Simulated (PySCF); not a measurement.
# C₃H₃F₃: NMR shifts at several levels of theory, part 2 of 2

PySCF 2.14.0. Atoms count from 0. Earlier steps stand in the parts before.

## 6. Shielding tensors: PBE0/6-311+G(2d,p)

What the job is given:

```
{"job": {"kind": "nmr", "xc": "PBE0", "basis": "6-311+G(2d,p)", "pop": true}, "charge": 0, "multiplicity": 1}
C     -1.082298     0.457455    -0.734785
C     -0.207664     0.505497     0.264796
C      0.838574    -0.537920     0.490321
F      0.793263    -1.512922    -0.418243
F      2.064989    -0.003941     0.449459
F      0.698688    -1.100113     1.696897
H     -1.834347     1.239071    -0.863817
H     -1.074087    -0.365146    -1.454389
H     -0.197123     1.318014     0.997003
```

Level: GIAO PBE0/6-311+G(2d,p) NMR shielding, non-relativistic, gas phase.

Log:

```text
coarse grid: 8376 points
cycle   1  E = -415.2114886201  dE =  9.068e-01  |g| = 8.714e-01  |ddm| = 2.599e+00
cycle   2  E = -415.0846672171  dE =  1.268e-01  |g| = 1.293e+00  |ddm| = 1.045e+00
cycle   3  E = -415.3355286865  dE = -2.509e-01  |g| = 8.328e-02  |ddm| = 6.102e-01
cycle   4  E = -415.3365449964  dE = -1.016e-03  |g| = 5.204e-02  |ddm| = 9.081e-02
cycle   5  E = -415.3371680550  dE = -6.231e-04  |g| = 1.342e-02  |ddm| = 3.620e-02
cycle   6  E = -415.3372093152  dE = -4.126e-05  |g| = 2.157e-03  |ddm| = 9.314e-03
cycle   7  E = -415.3372103013  dE = -9.861e-07  |g| = 4.908e-04  |ddm| = 1.608e-03
final grid: 84552 points
cycle   8  E = -415.3503995773  dE = -4.526e-05  |g| = 4.755e-03  |ddm| = 4.097e-02
cycle   9  E = -415.3503982798  dE =  1.298e-06  |g| = 5.668e-03  |ddm| = 6.787e-03
cycle  10  E = -415.3504047194  dE = -6.440e-06  |g| = 7.542e-04  |ddm| = 3.489e-03
cycle  11  E = -415.3504047927  dE = -7.328e-08  |g| = 2.236e-04  |ddm| = 4.832e-04
cycle  12  E = -415.3504048006  dE = -7.876e-09  |g| = 6.287e-05  |ddm| = 1.493e-04
cycle  13  E = -415.3504048013  dE = -7.401e-10  |g| = 2.468e-05  |ddm| = 5.136e-05
converged SCF energy = -415.3504048013

GIAO shielding tensors (ppm)
atom      isotropic    diamagn.    paramagn.     s11        s22        s33       span
  0 C       58.595     257.461    -198.867    -59.803     59.336    176.250    236.053
  1 C       52.018     252.528    -200.510    -63.310     72.394    146.969    210.279
  2 C       60.305     251.732    -191.426     54.424     60.326     66.165     11.740
  3 F      271.506     473.265    -201.760    184.577    291.291    338.649    154.072
  4 F      249.903     462.082    -212.179    167.650    247.735    334.324    166.674
  5 F      249.739     461.884    -212.145    167.523    247.416    334.278    166.755
  6 H       25.691      29.608      -3.917     23.309     25.170     28.596      5.287
  7 H       25.308      31.323      -6.015     21.834     24.383     29.708      7.874
  8 H       25.341      29.166      -3.824     23.924     24.212     27.888      3.964
```

Wall time 13 s (1 thread, shared host).

This run: δ C1 134.4, C0 127.8, C2 126.1, F3 -82.3, H7 6.20, H8 6.17 ppm (means over like atoms).

## 7. Nuclear shieldings: PBE0/def2-SVP

Settings changed since step 6:

```diff
@@ -1,2 +1,2 @@
-{"job": {"kind": "nmr", "xc": "PBE0", "basis": "6-311+G(2d,p)", "pop": true}, "charge": 0, "multiplicity": 1}
+{"job": {"kind": "nmr", "xc": "PBE0", "basis": "def2-SVP", "pop": true}, "charge": 0, "multiplicity": 1}
 C     -1.082298     0.457455    -0.734785
```

With the program's defaults for keys left out, this is: GIAO PBE0/def2-SVP NMR shielding, non-relativistic, gas phase.

Log:

```text
coarse grid: 8376 points
cycle   1  E = -414.7151817662  dE =  8.478e-01  |g| = 8.733e-01  |ddm| = 3.089e+00
cycle   2  E = -414.5926661052  dE =  1.225e-01  |g| = 1.247e+00  |ddm| = 1.407e+00
cycle   3  E = -414.8479474559  dE = -2.553e-01  |g| = 8.188e-02  |ddm| = 8.530e-01
cycle   4  E = -414.8490539515  dE = -1.106e-03  |g| = 4.831e-02  |ddm| = 1.098e-01
cycle   5  E = -414.8496275666  dE = -5.736e-04  |g| = 1.142e-02  |ddm| = 4.607e-02
cycle   6  E = -414.8496599774  dE = -3.241e-05  |g| = 1.789e-03  |ddm| = 1.110e-02
cycle   7  E = -414.8496607172  dE = -7.399e-07  |g| = 3.742e-04  |ddm| = 1.799e-03
final grid: 84552 points
cycle   8  E = -414.9035153540  dE = -2.011e-05  |g| = 5.751e-03  |ddm| = 1.692e-02
cycle   9  E = -414.9035120904  dE =  3.264e-06  |g| = 7.424e-03  |ddm| = 1.015e-02
cycle  10  E = -414.9035225380  dE = -1.045e-05  |g| = 5.895e-04  |ddm| = 5.381e-03
cycle  11  E = -414.9035226094  dE = -7.137e-08  |g| = 1.572e-04  |ddm| = 5.534e-04
cycle  12  E = -414.9035226136  dE = -4.238e-09  |g| = 8.611e-05  |ddm| = 2.002e-04
cycle  13  E = -414.9035226155  dE = -1.863e-09  |g| = 1.471e-05  |ddm| = 8.286e-05
cycle  14  E = -414.9035226155  dE = -4.832e-11  |g| = 3.929e-06  |ddm| = 1.489e-05
converged SCF energy = -414.9035226155

GIAO shielding tensors (ppm)
atom      isotropic    diamagn.    paramagn.     s11        s22        s33       span
  0 C       70.623     253.929    -183.305    -40.883     68.710    184.043    224.926
  1 C       65.420     258.369    -192.949    -43.267     80.614    158.912    202.179
  2 C       69.536     244.039    -174.503     62.967     70.313     75.329     12.362
  3 F      297.541     474.125    -176.584    218.372    313.732    360.519    142.147
  4 F      276.103     470.263    -194.160    198.850    283.184    346.275    147.426
  5 F      275.921     470.090    -194.169    198.662    282.862    346.239    147.577
  6 H       25.683      29.485      -3.802     23.065     25.263     28.723      5.658
  7 H       25.280      31.609      -6.328     21.681     24.201     29.959      8.278
  8 H       25.549      30.994      -5.445     24.317     24.326     28.004      3.688
```

Wall time 6 s (1 thread, shared host).

This run: δ C1 128.3, C2 124.2, C0 123.1, F3 -68.5, H7 6.06, H8 5.79 ppm (means over like atoms).

## 8. Nuclear shieldings: PBE0/def2-TZVP

Settings changed since step 7:

```diff
@@ -1,2 +1,2 @@
-{"job": {"kind": "nmr", "xc": "PBE0", "basis": "def2-SVP", "pop": true}, "charge": 0, "multiplicity": 1}
+{"job": {"kind": "nmr", "xc": "PBE0", "basis": "def2-TZVP", "pop": true}, "charge": 0, "multiplicity": 1}
 C     -1.082298     0.457455    -0.734785
```

Method: GIAO PBE0/def2-TZVP NMR shielding, non-relativistic, gas phase.

Log:

```text
coarse grid: 8376 points
cycle   1  E = -415.2643071471  dE =  8.953e-01  |g| = 8.826e-01  |ddm| = 2.400e+00
cycle   2  E = -415.1359651032  dE =  1.283e-01  |g| = 1.306e+00  |ddm| = 9.246e-01
cycle   3  E = -415.3890388568  dE = -2.531e-01  |g| = 8.425e-02  |ddm| = 5.485e-01
cycle   4  E = -415.3900554768  dE = -1.017e-03  |g| = 5.406e-02  |ddm| = 9.003e-02
cycle   5  E = -415.3907303777  dE = -6.749e-04  |g| = 1.321e-02  |ddm| = 3.675e-02
cycle   6  E = -415.3907707341  dE = -4.036e-05  |g| = 2.119e-03  |ddm| = 8.614e-03
cycle   7  E = -415.3907716899  dE = -9.557e-07  |g| = 4.999e-04  |ddm| = 1.513e-03
final grid: 84552 points
cycle   8  E = -415.3939686473  dE = -6.841e-05  |g| = 5.002e-03  |ddm| = 3.871e-02
cycle   9  E = -415.3939673145  dE =  1.333e-06  |g| = 5.828e-03  |ddm| = 6.324e-03
cycle  10  E = -415.3939740347  dE = -6.720e-06  |g| = 8.029e-04  |ddm| = 3.286e-03
cycle  11  E = -415.3939741134  dE = -7.870e-08  |g| = 2.437e-04  |ddm| = 5.073e-04
cycle  12  E = -415.3939741230  dE = -9.623e-09  |g| = 6.916e-05  |ddm| = 1.495e-04
cycle  13  E = -415.3939741240  dE = -9.384e-10  |g| = 2.611e-05  |ddm| = 5.786e-05
converged SCF energy = -415.3939741240

GIAO shielding tensors (ppm)
atom      isotropic    diamagn.    paramagn.     s11        s22        s33       span
  0 C       57.539     255.519    -197.980    -62.113     58.885    175.844    237.957
  1 C       50.828     258.295    -207.467    -65.772     71.059    147.197    212.969
  2 C       57.035     240.919    -183.884     50.433     57.442     63.230     12.798
  3 F      272.652     471.043    -198.391    184.518    290.363    343.075    158.556
  4 F      251.166     467.348    -216.182    167.418    250.681    335.400    167.982
  5 F      250.996     467.176    -216.180    167.272    250.370    335.347    168.075
  6 H       25.670      29.662      -3.992     23.194     25.189     28.627      5.433
  7 H       25.295      30.958      -5.663     21.743     24.378     29.764      8.021
  8 H       25.319      30.801      -5.482     23.774     24.305     27.879      4.105
```

Run time: 16 s. Hardware: 1 thread, shared host.

Key values: δ C1 135.8, C2 129.6, C0 129.1, F3 -79.4, H7 6.19, H8 6.16 ppm (means over like atoms).

## 9. Comparing the runs: NMR shifts

Shifts (ppm), means over like atoms, with basis size and wall time (the measured row can stand on another reference than the computed rows):

| run | C0 | C1 | C2 | H7 | H6 | H8 | F3 | functions | time |
| --- | --- | --- | --- | --- | --- | --- | --- | --- | --- |
| PBE0/STO-3G | 107.8 | 105.3 | 96.2 | 5.59 | 5.57 | 5.49 | -94.0 | 33 | 2.1 s |
| PBE0/6-31G | 123.1 | 125.8 | 126.1 | 6.46 | 6.02 | 6.18 | -94.2 | 60 | 3.9 s |
| PBE0/6-31G* | 119.1 | 124.1 | 120.2 | 5.94 | 5.58 | 5.84 | -84.2 | 90 | 5.6 s |
| PBE0/6-311+G(2d,p) | 127.8 | 134.4 | 126.1 | 6.20 | 5.82 | 6.17 | -82.3 | 180 | 13 s |
| PBE0/def2-SVP | 123.1 | 128.3 | 124.2 | 6.06 | 5.66 | 5.79 | -68.5 | 99 | 6 s |
| PBE0/def2-TZVP | 129.1 | 135.8 | 129.6 | 6.19 | 5.81 | 6.16 | -79.4 | 204 | 16 s |
| measured | – | – | – | 5.85 | 5.56 | 5.90 | -66.9 | – | – |

Measured: solution, not stated per compound (mostly CDCl3 or CCl4); Pretsch, Buehlmann, Badertscher, Structure Determination of Organic Compounds, 4th ed. (2009); G. Saielli, R. Bini, A. Bagno, Computational 19F NMR. 2. Organic compounds, RSC Adv. 2014, ESI (exp. from Berger-Braun-Kalinowski 1994 and Everett 1995).

## 10. Results

What follows sums up all 2 parts.

| quantity | value |
| --- | --- |
| point group | Cs |
| rotational constants (main isotopes) | 5.48, 2.96, 2.88 GHz |
| 13C shifts against TMS (PBE0/STO-3G) | 107.8, 105.3, 96.2 ppm |
| 1H shifts against TMS (PBE0/STO-3G) | 5.59, 5.57, 5.49 ppm |
| 19F shifts against CFCl3 (PBE0/STO-3G, means over atoms taken as alike) | -94.0 ppm |
| measured, and computed on the same scale | H8 δ 5.90, 5.49; H6 δ 5.56, 5.57; H7 δ 5.85, 5.59; F3 δ -66.9, -94.0 ppm |
| range of the shift of C2 | 96.2 to 129.6 ppm |
| property runs in this session | 6, of which 0 failed and 1 gave unsound results |

**Reading.** Single values in the summary come from the first run of each kind that ended normally (PBE0/STO-3G), which need not be the best level. A minimal basis gives no usable values, so read them as a test of settings alone. Over 9 steps the energy fell by 0.049 eV; of the close pairs, C2–F3 changed most, 1.356 to 1.333 Å. No frequency check was run at this level, so the end point may be a saddle. At PBE0/STO-3G: Shielding is most anisotropic at C0 (span 185 ppm, paramagnetic term -126 ppm). Against the measured 1H shifts the unscaled results are off by 0.23 ppm on average (signed mean -0.22, 3 signals). The one measured 19F shift is missed by -27.1 ppm (computed less measured, unscaled). Vibration, temperature and solvent are missing from the calculation, and it holds one conformer, so part of the miss against the measured shifts is not the functional's. Across the 6 runs the shift of C2 moves most, between 96.2 (PBE0/STO-3G) and 129.6 ppm (PBE0/def2-TZVP). A minimal basis is unusable for shieldings, so that end is no result. For the 3 measured 1H shifts, PBE0/6-31G* misses least (0.06 ppm, 5.6 s) and PBE0/6-31G most (0.45 ppm, 3.9 s); the quickest, PBE0/STO-3G, misses by 0.23 ppm in 2.1 s. For the one measured 19F shift, PBE0/def2-SVP misses least (1.6 ppm, 6 s) and PBE0/6-31G most (27.3 ppm, 3.9 s); the quickest, PBE0/STO-3G, misses by 27.1 ppm in 2.1 s. One molecule ranks no method: errors cancel, and vibration and temperature are missing from all runs.
